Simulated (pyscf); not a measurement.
One four-centre exchange on the singlet surface with elements of a group swapped. ωB97M-D3(BJ)/def2-TZVP, kcal/mol, from the separated reactants. Optimised with ωB97X-D3(BJ)/def2-SVP in PySCF.

| step | barrier | reaction energy | imaginary mode (i cm⁻¹) |
|---|---|---|---|
| `[OH][Sb]([OH])[OH]` + `[ClH]` → `[OH][Sb]([OH])[Cl]` + `[OH2]` | -4.6 | -12.0 | 440 |
| `[OH][Sb]([OH])[OH]` + `[FH]` → `[OH][Sb]([OH])[F]` + `[OH2]` | ___ | ___ | 362 |

Task: Complete the blanks.

Result: 
- `[OH][Sb]([OH])[OH]` + `[FH]` → `[OH][Sb]([OH])[F]` + `[OH2]`, barrier: -3.8
- `[OH][Sb]([OH])[OH]` + `[FH]` → `[OH][Sb]([OH])[F]` + `[OH2]`, reaction energy: -10.3

Row 1: On the reactant side the descent ends in a bound adduct, 8.4 kcal/mol under the separated species and 2.1 kcal/mol under the saddle at ωB97X-D3(BJ)/def2-TZVP. On the product side the descent ends in a bound adduct (not fully relaxed), 10.1 kcal/mol under the separated species and 18.2 kcal/mol under the saddle at ωB97X-D3(BJ)/def2-TZVP. Row 2: On the reactant side the descent ends in a bound adduct, 12.3 kcal/mol under the separated species and 8.2 kcal/mol under the saddle at ωB97X-D3(BJ)/def2-TZVP. On the product side the descent ends in a bound adduct, 10.6 kcal/mol under the separated species and 16.3 kcal/mol under the saddle at ωB97X-D3(BJ)/def2-TZVP. Each row is the saddle that its search found. Elements past Kr carry the def2 core potentials, without spin-orbit coupling.
